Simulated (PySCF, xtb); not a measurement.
Ligand series Pt(CO)3L. Gas-phase values, no solvent. One relaxed conformer stands for each flexible species; it need not be the lowest. Multiplicities are imposed; where one is given, others were not computed. Strings in code marks are SMILES.

Quantity: electronic energy of isomers of C2H3N relative to `CC#N`, in eV.

Level 1: B3LYP-D3(BJ)/def2-TZVP // TPSS-D3(BJ)/def2-SVP (PySCF)
Level 2: PBE-D3(BJ)/def2-TZVP // TPSS-D3(BJ)/def2-SVP (PySCF)
Level 3: TPSSh-D3(BJ)/def2-TZVP // TPSS-D3(BJ)/def2-SVP (PySCF)
Level 4: GFN2-xTB (xtb)

| species | level 2 | level 3 | level 4 |
|---|---|---|---|
| `[C-]#[N+]C` | 1.08 | 1.00 | 1.03 |

Question: What does level 1 give for each?

Answer: 
- `[C-]#[N+]C`: 1.01
